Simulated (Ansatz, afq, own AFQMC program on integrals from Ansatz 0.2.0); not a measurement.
Integrals from Ansatz 0.2.0, then the random walk in our own AFQMC program (afq).

```yaml
crystal:
  periodic: [false, false, false]
  atoms:
    - {symbol: Si, position_ang: [0.000000, 0.000000, 4.034955]}
    - {symbol: Al, position_ang: [0.000000, 0.000000, -1.218045]}
    - {symbol: H, position_ang: [0.000000, 0.000000, -2.816911]}
basis:
  gaussian: {orbitals: 6-31G}
magnetization: {spin_polarized: true, initial_magnetization: 2}
correlation: {method: ccsd_t, electrons: outside_noble_gas, hamiltonian_folder: ham}
```

```sh
$ ansatz run in.yaml --threads 1 --pin off --events-out ev --progress --plain --max-ram 24576MiB --backend cuda --devices 0, --max-vram 18GiB
```

Options of the walk:

```
--method phaseless --trial cisd --walkers 4000 --populations 20 --least-time 60 --time-step 0.005 --steps-per-block 50 --equilibration-blocks 40 --max-blocks 4000 --target-error 0.00034 --factor-cut 1e-05 --start spin_pure --seed 810 --release-times 0.24,0.51,0.99,1.62,2.4 --release-step 0.03 --release-every 3 --taylor-order 6
```

Times are imaginary, in 1/Eh. The walk had a cap of 122 s. With eight or more populations the least sampling time is a fifth of least-time, and the error comes from their spread.

Log:

```
orbitals 18  electrons 5 3  factors 87 of 310
reference energy -531.25515217 Eh
CCSD correlation -0.06891042 Eh in 15 cycles, weight of the determinant in the CISD state 0.9103
energy of the start -531.324059 Eh
 block  time / (1/Eh)  mean weight  energy / Eh
     1     0.250  1.0000  -531.323549
     2     0.500  1.0000  -531.323375
     3     0.750  1.0000  -531.323363
     4     1.000  0.9999  -531.323422
     5     1.250  1.0000  -531.323530
     8     2.000  0.9999  -531.323909
    11     2.750  1.0001  -531.324176
    15     3.750  1.0000  -531.324295
    17     4.250  1.0000  -531.324331
    23     5.750  0.9999  -531.324403
    29     7.250  1.0000  -531.324521
    35     8.750  0.9998  -531.324652
    41    10.250  1.0000  -531.324487
    47    11.750  1.0001  -531.324434
    53    13.250  1.0000  -531.324455
    59    14.750  0.9998  -531.324398
    65    16.250  1.0000  -531.324654
    71    17.750  1.0000  -531.324743
    77    19.250  1.0001  -531.324698
    83    20.750  0.9999  -531.324515
    89    22.250  1.0001  -531.324796
error from the spread of 20 populations
released: time / (1/Eh)  energy / Eh  error  mean overlap
  0.24  -531.324571  0.000040  1.0006
  0.51  -531.324560  0.000047  1.0020
  0.99  -531.324613  0.000029  0.9995
  1.62  -531.324673  0.000020  0.9976
  2.40  -531.324667  0.000019  0.9980
energy -531.324547 +/- 0.000035 Eh
(rows thinned)
```

The run passed its tests (sampling time, drift between the halves within three errors, error under three times the target), which doesn't prove that it has relaxed.

Against this walk (error 1.0 meV) on the same determinant: CCSD(T) 1.5 meV higher (within the noise), CCSDT(Q) 4.6 meV lower, CCSDTQ 5.1 meV lower, full CI 5.1 meV lower. The error is statistical and leaves out the bias of the constraint. Released to 2.40 1/Eh the energy lies 3.3 ± 1.1 meV (both errors) below the phaseless value, which shows part or all of the bias of the constraint, and full CI lies 1.8 meV below the released value. Full CI is exact here, so the walk's 5 meV above it is the walk's own error: the bias of the constraint with this trial.

Cautions: constraint bias not in the error; lower spins were not checked; the determinant is a saddle point among determinants of its kind.

The walk took 26 s on 1 × NVIDIA H100 80GB HBM3 with 2 threads of AMD EPYC 7R13 Processor (Zen 3), with other jobs on the host (the card was shared). The log's last line is the phaseless energy.

CCSDT and higher add their correlation energy to the determinant of the CCSD(T) run, since their own runs factorise the integrals more tightly (a shift of under 2 meV). A walk keeps the symmetry of its determinant, which the program's search chose and which needn't be the lowest solution, so a lower state of the same spin and another symmetry isn't excluded.
